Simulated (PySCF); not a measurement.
**Peak assignment**

Bonds (- single, = double, # triple, : aromatic): C1#C2 1.196 Å, C2-C3 1.453 Å, C3-O4 1.416 Å. C1 carries H5; C3 carries H6, H7; O4 carries H8.

Computational details: σ from GIAO-PBE0/pcSseg-1, J: B3LYP/pcJ-1, geometry from GFN2-xTB, in PySCF 2.14 (one conformer, fast rotation and ring inversion assumed for equivalent nuclei, gas phase, no relativistic terms).

Chemical shifts δ = σref − σ; TMS for 13C (186.93 ppm) and 1H (31.72 ppm), all at this level.

Problem. Assign these signals to the numbered atoms. 13C{1H} NMR (computed): δ 85.6 (C), 81.3 (CH), 55.5 (CH2).

Solution. 
| δ (ppm) | atoms | environment | reason |
| --- | --- | --- | --- |
| 85.6 | C2 | alkyne carbon | the triple bond shields along its axis, which puts it between sp3 and sp2 carbons |
| 81.3 | C1 | terminal alkyne carbon | sp carbons lie upfield of alkene carbons because the cylindrical π system leaves one tensor component strongly shielded |
| 55.5 | C3 | propargylic sp3 CH2 bonded to O | the inductive effect lowers its shielding |

Problem. Assign these signals to the numbered atoms. 1H NMR (400 MHz, computed): δ 4.79 (d, J = 3.6 Hz, 2H), 1.85 (t, J = 3.6 Hz, 1H), 0.19 (br s, 1H).

Solution. 
| δ (ppm) | atoms | environment | reason |
| --- | --- | --- | --- |
| 4.79 | H6/H7 | hydrogen on a propargylic sp3 CH2 bonded to O | its carbon carries O, hence the downfield position |
| 1.85 | H5 | hydrogen on a terminal alkyne carbon | it lies on the axis of the triple bond, in its shielding cone |
| 0.19 | H8 | hydrogen on an alcohol oxygen | labile proton, position sensitive to the medium |

Exchangeable OH/NH protons stand at their gas-phase positions; hydrogen bonding in a real sample shifts them, mostly to higher δ. Splittings below 1 Hz are ignored in the labels, and close J values are merged. Shifts are as computed. Against solution values, carbons near 30 ppm lie about +3 ppm off and those near 130 ppm about +5 ppm. Of 1211 compounds with measured shifts, 218 miss one by over three times the rms of a fit or turn the order of signals round; such compounds aren't used in these exercises. Couplings to exchangeable protons are dropped.
